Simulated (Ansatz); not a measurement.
# C₃H₄FN: a ladder of functionals and wavefunction methods

How much do the methods differ for C₃H₄FN? The plan is to run it at one geometry with functionals of several rungs and with coupled cluster, and see how far each lands from CCSD(T) at the basis-set limit for the atomisation energy.

The runs use Ansatz 0.2.0, Gaussian basis; functionals in def2-TZVPP, the program's frozen cores in correlated methods.

Levels to be run: LDA (SPW92), PBE-D4, revPBE-D4, BLYP-D4, r2SCAN-D4, B97M-V, PBE0-D4, B3LYP-D4, r2SCANh-D4, r2SCAN0-D4, HSE06-D4, BHLYP-D4, CAM-B3LYP-D4, LC-ωPBE, ωB97X-V, ωB97M-V, B2PLYP, PBE-QIDH; CCSD(T)/def2-SVP; CCSD(T)/def2-TZVPP; MP2/def2-QZVPP; extrapolation to the limit; RPA on PBE.

### Step 1. The relaxed structure

The geometry comes from an earlier relaxation with PBE0-D4 in a triple-zeta def2 set; it is a stationary point, not always the lowest conformer.

SMILES `CC1(F)C=N1`, 9 atoms, charge 0, spin multiplicity 1.

Atoms are counted from 1 here; the program's logs count them from 0.

Bond lengths: C1–C2 1.490 Å, C1–H6 1.092 Å, C1–H7 1.092 Å, C1–H8 1.089 Å, C2–F3 1.372 Å, C2–C4 1.422 Å, C2–N5 1.472 Å, C4–N5 1.261 Å, C4–H9 1.083 Å. Angles: C2–C1–H6 110.5°, C2–C1–H7 109.7°, C2–C1–H8 110.3°, H6–C1–H7 108.3°, H6–C1–H8 109.0°, H7–C1–H8 108.9°, C1–C2–F3 110.8°, C1–C2–C4 128.5°, C1–C2–N5 121.9°, F3–C2–C4 117.0°, F3–C2–N5 114.0°, C4–C2–N5 51.6°, C2–C4–N5 66.2°, C2–C4–H9 155.1°, N5–C4–H9 138.6°, C2–N5–C4 62.2°.

### Step 2. LDA

This LDA is Slater exchange with PW92 correlation.

Contents of in.yaml:

```yaml
crystal:
  periodic: [false, false, false]
  atoms:
    - {symbol: C, position_ang: [0.982358, -0.027527, 0.579077]}
    - {symbol: C, position_ang: [-0.094385, 0.142178, -0.437223]}
    - {symbol: F, position_ang: [0.439111, 0.307768, -1.689887]}
    - {symbol: C, position_ang: [-1.454580, -0.266017, -0.363658]}
    - {symbol: N, position_ang: [-1.283670, 0.969407, -0.179136]}
    - {symbol: H, position_ang: [1.585152, -0.909518, 0.354412]}
    - {symbol: H, position_ang: [1.636902, 0.846890, 0.571754]}
    - {symbol: H, position_ang: [0.550854, -0.136772, 1.573419]}
    - {symbol: H, position_ang: [-2.273244, -0.972711, -0.425859]}
basis:
  gaussian: {orbitals: def2-TZVPP}
hamiltonian: {xc: lda}
output: {orbitals: {seedname: orbitals}}
```

Launch:

```sh
ansatz run in.yaml --threads 2 --pin off --events-out ev --progress --plain --max-ram 4352MiB
```

The runs that follow: PBE-D4 (GGA); revPBE-D4 (GGA); BLYP-D4 (GGA); r2SCAN-D4 (meta-GGA); B97M-V (meta-GGA); PBE0-D4 (hybrid); B3LYP-D4 (hybrid); r2SCANh-D4 (hybrid); r2SCAN0-D4 (hybrid); HSE06-D4 (hybrid); BHLYP-D4 (hybrid); CAM-B3LYP-D4 (range-separated); LC-ωPBE (range-separated); ωB97X-V (range-separated); ωB97M-V (range-separated); B2PLYP (double hybrid); PBE-QIDH (double hybrid); CCSD(T) in def2-SVP; CCSD(T) in def2-TZVPP; MP2 in def2-QZVPP; RPA on PBE orbitals.

Before running them: what should the planned runs give, taken together? Wanted: atomisation energy, CCSD(T)/CBS; farthest beyond LDA; mean size of error, GGA; mean size of error, meta-GGA; mean size of error, hybrid; mean size of error, range-separated; mean size of error, double hybrid; gap, smallest and largest; T1 diagnostic.

**Answer**, as computed:

| quantity | value |
| --- | --- |
| atomisation energy, CCSD(T)/CBS | 3679.7 kJ/mol |
| functionals within 18.4 kJ/mol (0.5 %) | B3LYP-D4, r2SCANh-D4, PBE-QIDH |
| farthest beyond LDA | PBE-D4 (+172.3 kJ/mol) |
| mean size of error, GGA | 89.7 kJ/mol |
| mean size of error, meta-GGA | 22.0 kJ/mol |
| mean size of error, hybrid | 59.5 kJ/mol |
| mean size of error, range-separated | 33.0 kJ/mol |
| mean size of error, double hybrid | 11.8 kJ/mol |
| gap, smallest and largest | 4.20 eV (LDA (SPW92)), 12.22 eV (LC-ωPBE) |
| T1 diagnostic | 0.0115 |
| triples share of the correlation energy | 4.1 % |

The LDA atomisation energy is off by 669.6 kJ/mol (18 %): it overbinds. PBE-D4 is off by +172.3 kJ/mol. Double hybrids carry the basis error of their MP2 part in triple zeta, and no dispersion term here, so their miss is partly the set-up's. By mean error the best rung here is double hybrid (11.8 kJ/mol) and the worst beyond LDA is GGA (89.7 kJ/mol). Misses under about 18.4 kJ/mol are within the doubt on the reference itself, which lacks core-valence correlation, relativity and higher excitations. Hartree-Fock recovers 69 % of the binding; the rest is correlation. CCSD(T) in def2-SVP is off by -172.1 kJ/mol, more than most functionals: a good method in a small basis is no reference. The gap grows from 4.2 to 12.2 eV across the functionals, mostly with the share of exact exchange.
